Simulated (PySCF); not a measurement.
Process, species as SMILES: O (H2O) + H+ → [OH3+]
B3LYP-D3(BJ)/def2-TZVP geometries, fixed; electronic energies without zero-point terms; positive where energy is released.

Effect of the SCF energy threshold at r2SCAN/aug-cc-pVTZ with PySCF, against the last row, where the proton affinity is 172.36 kcal/mol.

| setting | SCF cycles, largest species | largest shift of a total energy (mEh) | shift of the proton affinity (kcal/mol) |
|---|---|---|---|
| conv_tol: 1e-4 | 5 | 0.003 | 0.002 |
| conv_tol: 1e-5 | 5 | 0.000 | 0.000 |
| conv_tol: 1e-6 | 6 | 0.000 | 0.000 |
| conv_tol: 1e-7 | 6 | 0.000 | 0.000 |
| conv_tol: 1e-11 | 8 | 0.000 | 0.000 |

Within 0.02 kcal/mol in the proton affinity: conv_tol: 1e-4; conv_tol: 1e-5; conv_tol: 1e-6; conv_tol: 1e-7. The largest shift is 0.003 mEh in a total energy and 0.002 kcal/mol in the difference.
